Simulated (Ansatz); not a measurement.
The same path of CH5OSi (8 atoms, charge 0, multiplicity 2) was run twice with different band settings. Lost on the way: Si2–H8. Made: O3–H8.

All numbers below come from Ansatz, UKS PBE0/6-31G*.

Relaxed end points:

```xyz
8
Properties=species:S:1:pos:R:3
C -0.538 0.733 -0.420
Si 0.465 -0.620 0.393
O 2.030 -0.765 -0.186
H -0.587 0.588 -1.504
H -1.561 0.732 -0.026
H -0.108 1.721 -0.226
H 0.449 -0.466 1.877
H -0.057 -1.978 0.037
```

```xyz
8
Properties=species:S:1:pos:R:3
C -0.630 0.861 -0.415
Si -0.125 -0.727 0.446
O 1.287 -1.238 -0.292
H -0.857 0.686 -1.471
H -1.518 1.290 0.061
H 0.181 1.598 -0.358
H 0.095 -0.470 1.914
H 1.659 -2.056 0.059
```

Common settings: movable images 9; climbing image yes; spring 5.0 eV/Å²; optimiser quadratic models (default); start path through a guess of the saddle point; end points relaxed.

| run | force threshold | iteration limit |
| --- | --- | --- |
| 1 | 0.05 eV/Å | 48 |
| 2 | 0.5 eV/Å | 55 |

(1) What does each run give, and how far can it be trusted?

## Answers

(1) Run 1: converged after 8 iterations, highest image 0.952 eV above the first end. A vibrational analysis at the climbing image gives one clearly imaginary mode, 1673i cm⁻¹: a first-order saddle point.
Run 2: converged after 6 iterations, highest image 0.954 eV above the first end. The threshold of 0.5 eV/Å is loose, so the images may lie well off the minimum-energy path. Another band between the same ends (9 images) ends at a top of the same energy, where a vibrational analysis finds 1 clearly imaginary mode.
